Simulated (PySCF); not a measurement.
## How the method moves the adiabatic energies of losing or gaining an electron of hydrogen chloride

Structure: `Cl` (HCl).

All levels share the PBE0-D3(BJ)/ma-def2-SVP structures and the PBE0-D3(BJ)/ma-def2-SVP thermal terms; only the single-point energies (PySCF) change. Values are adiabatic energies of losing or gaining an electron (0 K, eV).

```csv
level,ionisation energy to the radical cation,abs. error,time
HF/aug-cc-pVTZ,11.50,1.24,0.65 s
CCSD(T)/aug-cc-pVTZ,12.63,0.12,20 s
MP2/aug-cc-pVTZ,12.71,0.04,2.5 s
M06-2X/ma-def2-TZVP,12.74,0.00,–
ATcT 1.112,12.75,,
```

Times are wall times for all single points of a level on 1 thread of Intel Xeon 6975P-C, a shared host; the dash marks the run that also made the structures.

Hartree-Fock leaves out electron correlation, so its ionisation energies and electron affinities from energy differences come out too low, often by 1 eV or more.

The spread: 1.24 eV, from 11.50 to 12.74.

Note: spin-orbit coupling is left out of the energies, which matters for open shells on the heavier atoms.
